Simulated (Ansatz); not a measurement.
# Cobalt, hcp under r²SCAN: convergence with the plane-wave cutoff

Aim: find which plane-wave cutoff is enough for energy and pressure. The geometry was relaxed under r²SCAN beforehand and stays fixed; 9 values are run, from 150 to 800 eV. Wanted are the values from which on the energy stays within 10 and 1 meV/atom, and the pressure within 0.5 GPa, of the last run. Within the series other settings stay, but some runs also write fields, which adds to their time. Spin polarisation is left out.

Method: DFT r²SCAN, plane waves with PAW, scalar-relativistic, in Ansatz 0.2.0.

## (1) The starting structure

The structure is hexagonal, space group P6_3/mmc (No. 194). Conventional cell: a = 2.427 Å, b = 2.427 Å, c = 3.913 Å, α = 90.00°, β = 90.00°, γ = 120.00°. Co (site symmetry -6m2) is surrounded by 12 Co at 2.41 to 2.43 Å.

As a file:

```
CELL_PARAMETERS angstrom
2.42715 0.00000 0.00000
-1.21357 2.10197 0.00000
0.00000 0.00000 3.91265
ATOMIC_POSITIONS crystal
Co 0.33333 0.66667 0.25000
Co 0.66667 0.33333 0.75000
```

## (2) The usual settings first

File input.yaml:

```yaml
crystal:
  lattice:
    - [2.4271453599, 0.0, 0.0]
    - [-1.2135726799, 2.1019695403, 0.0]
    - [0.0, 0.0, 3.912646842]
  atoms:
    - { symbol: Co, position: [0.3333333333, 0.6666666667, 0.25] }
    - { symbol: Co, position: [0.6666666667, 0.3333333333, 0.75] }
hamiltonian:
  xc: r2scan
  pseudopotentials:
    kind: paw
    azcp:
      Co: "pseudopotentials/Co.paw.azcp"
basis:
  ecutwfc: 500
  fft_grid_basis: typed
kpoints:
  mp_grid: { grid: [24, 24, 13], shift: [0, 0, 0] }
magnetization:
  spin_polarized: false
scf:
  occupations: { method: fermi_dirac, width: 0.1 }
  lower_state_search: "off"
output:
  stress: true
```

Launch:

```console
> ansatz run input.yaml --threads 2 --pin off --max-ram 5120MiB --backend cpu --events-out ev --progress --plain --runs-dir out
```

## (3) Cutoff 150 eV

The run at 150 eV.

input.yaml: that of step 2 with these lines changed.

```diff
@@ -15,6 +15,6 @@
 basis:
-  ecutwfc: 500
+  ecutwfc: 150
   fft_grid_basis: typed
 kpoints:
-  mp_grid: { grid: [24, 24, 13], shift: [0, 0, 0] }
+  mp_grid: { grid: [15, 15, 8], shift: [0, 0, 0] }
 magnetization:
```

## (4) Cutoff 200 eV

The run at 200 eV.

input.yaml: that of step 3 with these lines changed.

```diff
@@ -15,3 +15,3 @@
 basis:
-  ecutwfc: 150
+  ecutwfc: 200
   fft_grid_basis: typed
@@ -26 +26,5 @@
   stress: true
+  write_density: true
+  write_potential: true
+  elf: true
+  volumetric_format: npy
```

## (5) Cutoff 250 eV

The run at 250 eV.

input.yaml: that of step 4 with these lines changed.

```diff
@@ -15,3 +15,3 @@
 basis:
-  ecutwfc: 200
+  ecutwfc: 250
   fft_grid_basis: typed
```

## (6) Cutoff 300 eV

The run at 300 eV.

input.yaml: that of step 5 with these lines changed.

```diff
@@ -15,3 +15,3 @@
 basis:
-  ecutwfc: 250
+  ecutwfc: 300
   fft_grid_basis: typed
@@ -26,5 +26 @@
   stress: true
-  write_density: true
-  write_potential: true
-  elf: true
-  volumetric_format: npy
```

## (7) Cutoff 350 eV

The run at 350 eV.

input.yaml: that of step 6 with these lines changed.

```diff
@@ -15,3 +15,3 @@
 basis:
-  ecutwfc: 300
+  ecutwfc: 350
   fft_grid_basis: typed
```

## (8) Cutoff 420 eV

The run at 420 eV.

input.yaml: that of step 7 with these lines changed.

```diff
@@ -15,3 +15,3 @@
 basis:
-  ecutwfc: 350
+  ecutwfc: 420
   fft_grid_basis: typed
```

## (9) Cutoff 500 eV

The run at 500 eV.

input.yaml: that of step 8 with these lines changed.

```diff
@@ -15,3 +15,3 @@
 basis:
-  ecutwfc: 420
+  ecutwfc: 500
   fft_grid_basis: typed
```

## (10) Cutoff 600 eV

The run at 600 eV.

input.yaml: that of step 9 with these lines changed.

```diff
@@ -15,3 +15,3 @@
 basis:
-  ecutwfc: 500
+  ecutwfc: 600
   fft_grid_basis: typed
```

## (11) Cutoff 800 eV

The run at 800 eV.

input.yaml: that of step 10 with these lines changed.

```diff
@@ -15,3 +15,3 @@
 basis:
-  ecutwfc: 600
+  ecutwfc: 800
   fft_grid_basis: typed
```

(Steps that only read results are left out.)

**Question.** What will these runs give?

As calculated:

```
                                                                     quantity                                 value
                                  E(σ → 0) stays within 10 meV/atom of 800 eV                        from 420 eV on
                                             E(σ → 0) stays within 1 meV/atom                        from 600 eV on
                                                pressure stays within 0.5 GPa                        from 350 eV on
                                                           pressure at 800 eV                             -0.11 GPa
                                              CPU time, dearest over cheapest                                   4.3
run at the usual settings (mesh 24×24×13 against the series' 15×15×8, 500 eV)  +2.2 meV/atom from 800 eV, -0.04 GPa
```

What this shows: The far end, 150 eV, lies +106014 meV/atom and +375.4 GPa from the yardstick. The energy falls at each step up in cutoff, as the variational principle asks. Total energies within 1 meV/atom need 600 eV; differences between like structures often settle sooner. The cell taken over is 10 % smaller than the measured one (11.07 Å³/atom, COD), which weighs on all values here.

Real Co is ferromagnetic; without spin these runs don't describe its ground state.
